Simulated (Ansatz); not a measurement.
Results of LDA in Ansatz (plane waves, PAW) for tetradymite Bi₂Se₃.

Rigid layers of the crystal as relaxed at this level are moved apart or together:

| run | layer repeat (Å) | energy against free layers (meV/Å²) | gap on the mesh (eV) |
|---|---|---|---|
| 1 | 9.2467 | -16.65 | 0.055 |
| 2 | 9.3967 | -16.58 | 0.013 |
| 3 | 9.5467 | -15.73 | 0.102 |
| 4 | 9.7467 | -13.93 | 0.235 |
| 5 | 10.047 | -10.78 | 0.433 |
| 6 | 10.547 | -6.12 | 0.612 |
| 7 | 11.547 | -1.32 | 0.707 |
| 8 | 13.547 | 0.18 | 0.768 |

The lowest energy of these points lies at a layer repeat of 9.25 Å.

Spin–orbit coupling is not included.

Note: LDA has no dispersion term either, though it tends to give short spacings of layers, chains or molecules.

Ansatz is a first-principles code.
